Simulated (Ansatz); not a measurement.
The input, for Ansatz 0.2.0:

```yaml
crystal:
  periodic: [false, false, false]
  atoms:
    - {symbol: C, position_ang: [0.000000, 0.000000, -1.528560]}
    - {symbol: B, position_ang: [0.000000, 0.000000, -0.072637]}
    - {symbol: Cl, position_ang: [0.000000, 0.000000, 1.601197]}
basis:
  gaussian: {orbitals: cc-pVDZ}
total_charge: 1
magnetization: {spin_polarized: true, initial_magnetization: 3}
hamiltonian: {xc: hf}
output: {orbitals: {seedname: orbitals}}
```

```sh
$ ansatz run in.yaml --threads 1 --pin off --events-out ev --progress --plain --max-ram 2393MiB
```

Output:

```
460 factors; integrals over basis functions are off by at most 1.3e-3 eV
mean field evaluation 1: about -14192.1472 eV, gradient 1.4e1 eV
mean field evaluation 2: about -14192.1512 eV, gradient 1.4e1 eV
mean field evaluation 4: about -14194.4223 eV, gradient 3.1e0 eV
mean field evaluation 8: about -14194.6375 eV, gradient 1.7e-1 eV
mean field -14194.63807169 eV, -521.6433276632 hartree, gradient 8.9e-6 eV, S^2 3.753092; 0 other end points of the search recorded, 0 dependent functions left out
reference -14194.63807169 eV, -521.6433276632 hartree; 15, 12 occupied and 31, 34 virtual orbitals, 460 factors
Total energy: -14194.63807169 eV, -521.6433276632 hartree
```

Ran on 1 thread of Intel Xeon, shared host: 3.8 s wall, 0.09 GiB peak host memory.
